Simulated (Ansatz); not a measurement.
# H₃S+ (singlet): wave-function methods side by side, 6-31G

One table from this session's results is given with a row withheld; the runs are named, their logs left out.

Program: Ansatz 0.2.0, Gaussian basis. Level of theory: 6-31G, core rule «outside noble gas», up to 5 orbitals frozen. These are calculated values, not measurements.

Plan: UHF; CCSD(T) on RHF; BCCD(T) on RHF; CISD; CCSDT(Q) on RHF; CISDTQ; CCSDTQ on RHF; CASSCF and MRCISD+Q, 8 electrons in 7 orbitals; CASSCF and MRCISD+Q(relaxed), 8 electrons in 7 orbitals; CASSCF and NEVPT2, 8 electrons in 7 orbitals; Full CI.

16 further runs of the same task are left out: 7 that didn't finish, 9 set aside as unsound or not needed. Runs told in other sessions of the task aren't counted.

### The system

The geometry is a PBE0/def2-TZVP stationary point (not a proven minimum) of the parent state, kept for this charge and spin.

4 atoms, charge 1, spin multiplicity 1.

Atoms are counted from 1 here; the program's logs count them from 0.

Bond lengths: S1–H2 1.357 Å, S1–H3 1.520 Å, S1–H4 1.520 Å. Angles: H2–S1–H3 89.9°, H2–S1–H4 89.9°, H3–S1–H4 179.9°.

The first run:

The input, in.yaml:

```yaml
crystal:
  periodic: [false, false, false]
  atoms:
    - {symbol: S, position_ang: [0.000000, -0.039104, 0.000000]}
    - {symbol: H, position_ang: [0.000000, 1.318376, 0.000000]}
    - {symbol: H, position_ang: [0.000000, -0.037193, 1.520127]}
    - {symbol: H, position_ang: [0.000000, -0.037193, -1.520127]}
basis:
  gaussian: {orbitals: 6-31G}
total_charge: 1
magnetization: {spin_polarized: true, initial_magnetization: 0}
hamiltonian: {xc: hf}
output: {orbitals: {seedname: orbitals}}
```

The run is started by

```console
$ ansatz run in.yaml --threads 1 --pin off --events-out ev --progress --plain --max-ram 2393MiB
```

Among the steps run: UHF; CCSD(T) on RHF; BCCD(T) on RHF; CISD; CCSDT(Q) on RHF; CISDTQ; CCSDTQ on RHF; CASSCF and MRCISD+Q, 8 electrons in 7 orbitals; CASSCF and MRCISD+Q(relaxed), 8 electrons in 7 orbitals; CASSCF and NEVPT2, 8 electrons in 7 orbitals; Full CI.

One of the session's tables, all rows but one given; the rest of the session is left out.

```
                   method  from FCI (kJ/mol)
                      RHF             +235.4
                     RMP2              +56.5
                     CISD              +12.3
                    RCCSD               +3.4
                 RCCSD(T)               +0.9
                  BCCD(T)               +0.9
                   RCCSDT               +0.2
                   CISDTQ               +0.3
                RCCSDT(Q)                0.0
                  RCCSDTQ                0.0
           CASSCF valence                  ?
           NEVPT2 valence              +16.1
           MRCISD valence               +1.7
         MRCISD+Q valence               +0.6
MRCISD+Q(relaxed) valence               +0.1
                      FCI                  0
```

Q: Estimate the row for CASSCF valence from the others.

The run gave: from FCI (kJ/mol): +70.2. In the column «from FCI (kJ/mol)» it lies between RMP2 (+56.5) and RHF (+235.4).
